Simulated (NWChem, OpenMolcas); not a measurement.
# How basis sets differ on ClF (chlorine monofluoride)

The species is ClF (2 atoms), meant as a singlet with charge 0. SMILES: `FCl`. The shape is that of a PBE0-D4/def2-TZVP optimisation.

```csv
atom,x (Å),y (Å),z (Å)
F,0.0000,0.0000,0.0313
Cl,0.0000,0.0000,1.6510
```

Quantity: the dipole moment, in D. The values are calculated.

Measured value to compare with: NIST CCCBDB gives the dipole moment of the gas as 0.88 D.

```json
{"level": "HF/ANO-R0 (sfX2C)", "kind": "Hartree–Fock", "program": "OpenMolcas", "value (D)": "0.05", "computed − measured": "-0.83"}
{"level": "HF/ANO-XS-MB (DKH2)", "kind": "Hartree–Fock", "program": "OpenMolcas", "value (D)": "1.57", "computed − measured": "+0.69"}
{"level": "HF/STO-3G", "kind": "Hartree–Fock", "program": "NWChem", "value (D)": "0.49", "computed − measured": "-0.39"}
{"level": "HF/3-21G", "kind": "Hartree–Fock", "program": "NWChem", "value (D)": "1.17", "computed − measured": "+0.29"}
{"level": "HF/ANO-R1 (sfX2C)", "kind": "Hartree–Fock", "program": "OpenMolcas", "value (D)": "1.27", "computed − measured": "+0.39"}
{"level": "HF/cc-pVDZ-DK (DKH2)", "kind": "Hartree–Fock", "program": "OpenMolcas", "value (D)": "1.38", "computed − measured": "+0.50"}
{"level": "HF/def2-SVP", "kind": "Hartree–Fock", "program": "NWChem", "value (D)": "1.47", "computed − measured": "+0.59"}
{"level": "HF/cc-pVTZ", "kind": "Hartree–Fock", "program": "OpenMolcas", "value (D)": "1.18", "computed − measured": "+0.30"}
```

Nearest: HF/3-21G (+0.29 D); farthest: HF/ANO-R0 (sfX2C) (-0.83 D). The measured dipole is a vibrational average, so differences of a few hundredths of a debye mean little. Magnitudes only. Sets without polarisation functions give poor dipoles. Without the sets that lack polarisation functions the rows with a basis span only 1.18 to 1.47 D.
